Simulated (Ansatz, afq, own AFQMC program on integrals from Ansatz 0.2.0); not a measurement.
## HSCl, triplet: AFQMC among the cluster methods

| atom | x (Å) | y (Å) | z (Å) |
| --- | --- | --- | --- |
| Cl | 0.0000 | 0.0000 | -1.6750 |
| H | 0.0000 | 0.0000 | -0.0700 |
| S | 0.0000 | 0.0000 | 1.7450 |

Connectivity, by distances: ClH ··· S.

Basis cc-pVTZ. Noble-gas cores (and the filled d shells of Ga–Kr and In–Xe) are frozen. Ansatz 0.2.0 and our own AFQMC program on the same integrals; the CISD trial comes from CCSD amplitudes, and released means the phaseless constraint is let go. Error bars are statistical, one sigma.

Determinant: UHF, the one that the program's search chose, which needn't be the lowest solution. The geometry is a point of a scan.

No full CI on the walks' own integrals is used here; CCSDT(Q) serves as the reference and is uncertain by about the last step of the cluster series.

Cautions: lower spins were not checked; the released energies are still falling, so no released level is given (meV from the phaseless value at times in 1/Eh: -12 ± 4 at 0.24, -24 ± 6 at 0.51, -38 ± 6 at 0.99, -25 ± 20 at 1.62, -27 ± 29 at 2.40), though the last usable value meets CCSDT(Q) within the noise.

- T1 diagnostic: 0.0124
- weight of the determinant in the CISD state: 0.854
- ⟨S²⟩ of the determinant: 2.018
- size of the correlated space: 14 electrons in 72 orbitals

Reference: CCSDT(Q), correlation energy -10.551 eV.

```json
{"level": "HF", "E − E(reference) (kJ/mol)": "1018.0", "share of correlation (%)": "0.00"}
{"level": "MP2", "E − E(reference) (kJ/mol)": "147.7", "share of correlation (%)": "85.49"}
{"level": "CCSD", "E − E(reference) (kJ/mol)": "44.5", "share of correlation (%)": "95.63"}
{"level": "CCSD(T)", "E − E(reference) (kJ/mol)": "5.6", "share of correlation (%)": "99.45"}
{"level": "CCSDT", "E − E(reference) (kJ/mol)": "1.9", "share of correlation (%)": "99.82"}
{"level": "ph-AFQMC/CISD", "E − E(reference) (kJ/mol)": "2.9 ± 0.4", "share of correlation (%)": "99.72"}
```

A walk keeps the symmetry of its determinant, which the program's search chose and which needn't be the lowest solution, so a lower state of the same spin and another symmetry isn't excluded.
